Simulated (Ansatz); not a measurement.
# SSi2: the cost of one run

Program: Ansatz 0.2.0. Level of theory: the levels named in each step. These are calculated values, not measurements.

## (1) The starting structure

Bond lengths: Si1–Si2 2.288 Å, Si1–S3 2.240 Å, Si2–S3 2.242 Å. Angles: Si1–Si2–S3 59.3°, Si2–Si1–S3 59.4°, Si1–S3–Si2 61.4°.

As a file:

```xyz
3

Si   -1.0992   -0.6479    0.4103
Si   -0.1823    1.1612   -0.6477
S     1.1224   -0.4496    0.2079
```

## (2) A rough first relaxation, PBE-D4/def2-SVP

This run stands in another session on the same molecule. It ended at:

```xyz
3

Si   -1.0893   -0.7151    0.4478
Si   -0.1180    1.1977   -0.6710
S     1.0483   -0.4189    0.1937
```

## (3) Relaxation, PBE0-D4/def2-TZVPP

This run stands in another session on the same molecule. It ended at:

```xyz
3

Si   -1.0707   -0.7060    0.4419
Si   -0.1133    1.1794   -0.6608
S     1.0250   -0.4096    0.1894
```

## (4) Frequencies, PBE0-D4/def2-TZVPP

input.yaml reads:

```yaml
crystal:
  periodic: [false, false, false]
  atoms:
    - { symbol: Si, position_ang: [-1.07070335, -0.70603031, 0.44193969] }
    - { symbol: Si, position_ang: [-0.1133219, 1.17937788, -0.6607856] }
    - { symbol: S, position_ang: [1.02498525, -0.40964758, 0.18938591] }
basis:
  gaussian: { orbitals: def2-TZVPP }
hamiltonian:
  xc: pbe0
  dispersion: d4
phonons: {}
```

Command:

```bash
$ ansatz run input.yaml --threads 2 --pin off --max-ram 5120MiB --backend cpu --events-out ev --progress --plain --runs-dir out
```

**Question.** How long does this run take on 2 threads of Intel Xeon Platinum 8259CL at 2.50GHz (Skylake/Cascade Lake), shared host, and how much memory does it need?

About 13 s, with a peak of 0.27 GiB.
